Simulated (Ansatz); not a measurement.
```yaml
crystal:
  periodic: [false, false, false]
  atoms:
    - {symbol: Al, position_ang: [-1.197653, -0.008468, -0.001479]}
    - {symbol: S, position_ang: [1.059962, 0.007494, 0.001309]}
    - {symbol: H, position_ang: [-0.841598, 1.635425, -0.004394]}
    - {symbol: H, position_ang: [-0.818397, -1.647161, 0.002343]}
basis:
  gaussian: {orbitals: def2-TZVP}
magnetization: {spin_polarized: true, initial_magnetization: 3}
hamiltonian: {xc: pbe0}
relax: {f_tol: 0.004, max_steps: 80}
```

```sh
$ ansatz run in.yaml --threads 1 --pin off --events-out ev --progress --plain --max-ram 2176MiB
```

Steps of the relaxation (energy above the last step; positions in Å, forces in eV/Å):

```
4
step 1, 209.6 meV
Al   -1.198   -0.008   -0.001   -0.878   -0.006   -0.001
S     1.060    0.007    0.001   -0.419   -0.003   -0.001
H    -0.842    1.635   -0.004    0.646    0.392    0.000
H    -0.818   -1.647    0.002    0.652   -0.383    0.002
```

```
4
step 2, 16.1 meV
Al   -1.379   -0.010   -0.002    0.563    0.004    0.001
S     0.865    0.006    0.001   -0.280   -0.002    0.000
H    -0.653    1.607   -0.004   -0.142   -0.015    0.000
H    -0.631   -1.616    0.003   -0.142    0.013    0.000
```

```
4
step 3, 1.9 meV
Al   -1.337   -0.009   -0.002    0.155    0.001    0.000
S     0.885    0.006    0.001   -0.170   -0.001    0.000
H    -0.684    1.626   -0.004    0.007   -0.001    0.000
H    -0.661   -1.636    0.003    0.007    0.001    0.000
```

```
4
step 4, 0.1 meV
Al   -1.332   -0.009   -0.002   -0.003    0.000    0.000
S     0.871    0.006    0.001   -0.012    0.000    0.000
H    -0.680    1.628   -0.004    0.008    0.020    0.000
H    -0.657   -1.637    0.003    0.008   -0.020    0.000
```

```
4
step 6, 0.0 meV
Al   -1.332   -0.009   -0.002    0.000    0.000    0.000
S     0.868    0.006    0.001    0.000    0.000    0.000
H    -0.679    1.632   -0.004    0.000    0.000    0.000
H    -0.655   -1.642    0.003    0.000    0.000    0.000
```

Close pairs at the end: Al1–H4 1.767 Å, Al1–H3 1.767 Å, Al1–S2 2.200 Å.

A stationary point of unrestricted PBE0 after 6 steps, with ⟨S²⟩ = 3.765 against 3.75 for a pure state; no frequencies were run, so it isn't proven a minimum. 14 s on 1 thread of Intel Xeon Platinum 8488C, shared host.
